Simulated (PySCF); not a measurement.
A PySCF script (with the pyscf-properties extension) for the NMR shieldings of SMILES C1CCC(O)C1, C5H10O, on a PBE0-D3(BJ)/def2-SVP geometry:

```python
import basis_set_exchange as bse
import numpy as np
from pyscf import gto, dft
from pyscf.prop import nmr

atoms = """
O     1.285911    0.185236    1.440889
C     1.145777   -0.032869    0.053764
C     0.291169   -1.279421   -0.120996
C    -1.143055   -0.801323    0.159866
C    -1.138424    0.721942   -0.115883
C     0.282004    1.043596   -0.600347
H     1.695782    1.046933    1.565845
H     2.136306   -0.132732   -0.432496
H     0.623565   -2.087958    0.546039
H     0.393052   -1.637145   -1.157991
H    -1.409165   -0.996948    1.208285
H    -1.878263   -1.336458   -0.459367
H    -1.354399    1.274297    0.810227
H    -1.899876    1.023776   -0.850225
H     0.612822    2.065707   -0.351402
H     0.356796    0.943355   -1.696203
"""
names = dict.fromkeys(["O", "C", "H"], "pcSseg-1")
basis = {el: gto.basis.parse(bse.get_basis(n, elements=[el], fmt="nwchem")) for el, n in names.items()}
mol = gto.M(atom=atoms, basis=basis, charge=0, verbose=0)
mf = dft.RKS(mol, xc="PBE0")
mf.grids.level = 2
mf.grids.alignment = dft.numint.BLKSIZE   # the property module wants whole blocks of grid points
mf.conv_tol = 1e-9
mf.kernel()

calc = nmr.RKS(mf)   # GIAO
C = mf.mo_coeff
Co = C[:, mf.mo_occ > 0]
resp = mf.gen_response(singlet=True, hermi=2)
def vind(x):   # induced exchange potential for any number of trial vectors
    d = np.einsum("pi,xij,qj->xpq", C, 2 * x.reshape(-1, C.shape[1], Co.shape[1]), Co, optimize=True)
    return np.einsum("xpq,pi,qj->xij", resp(d - d.transpose(0, 2, 1)), C, Co, optimize=True).ravel()
mo1, _ = nmr.rhf.solve_mo1(calc, with_cphf=vind)
sigma = calc.kernel(mo1)
for i, s in enumerate(sigma):   # ppm
    w = np.linalg.eigvalsh((s + s.T) / 2)
    print("%2d %-2s iso %8.1f  s11 %8.1f  s22 %8.1f  s33 %8.1f" % (i, mol.atom_pure_symbol(i), w.mean(), *w))
```

Q: What are the results?

A: 
```
 0 O  iso    271.8  s11    208.2  s22    266.9  s33    340.2
 1 C  iso    108.7  s11     96.1  s22    101.4  s33    128.7
 2 C  iso    148.8  s11    128.2  s22    147.3  s33    170.8
 3 C  iso    161.2  s11    132.6  s22    171.1  s33    180.1
 4 C  iso    161.0  s11    132.8  s22    169.8  s33    180.3
 5 C  iso    144.6  s11    124.2  s22    140.9  s33    168.7
 6 H  iso     31.7  s11     22.8  s22     28.2  s33     44.2
 7 H  iso     27.1  s11     22.8  s22     26.2  s33     32.4
 8 H  iso     29.4  s11     25.4  s22     27.0  s33     35.9
 9 H  iso     30.1  s11     25.6  s22     27.6  s33     37.0
10 H  iso     29.3  s11     24.9  s22     26.8  s33     36.3
11 H  iso     29.7  s11     24.7  s22     27.7  s33     36.9
12 H  iso     29.4  s11     25.1  s22     26.8  s33     36.2
13 H  iso     29.7  s11     24.7  s22     27.6  s33     36.8
14 H  iso     29.9  s11     26.1  s22     27.6  s33     36.1
15 H  iso     29.9  s11     25.9  s22     27.3  s33     36.7
```

These numbers come from an equivalent density-fitted implementation of the same equations, which agrees with the script to about 0.01 ppm for H and up to a few tenths of a ppm for heavy atoms, so last digits may differ.

Q: Turn these shieldings into chemical shifts. Scale: 17O (σref 334.56) against H2O; TMS for 13C (σref 184.41) and 1H (σref 31.27) (reference shieldings calculated alike).

A: Averaging equivalent atoms: O 0: 62.8; C 1: 75.7; C 2/5: 37.7; C 3/4: 23.3; H 7: 4.15; H 10/12: 1.93; H 8/14: 1.59; H 11/13: 1.55; H 9/15: 1.26; H 6: -0.47 ppm. Experimental scales use liquid or dissolved standards, which lie at an offset from isolated H2O (liquid H2O: subtract about 36 ppm).

Size and cost of the density-fitted run: 152 basis functions, 20 s wall time on 1 thread of an Intel Xeon, shared host; peak memory 0.86 GiB.
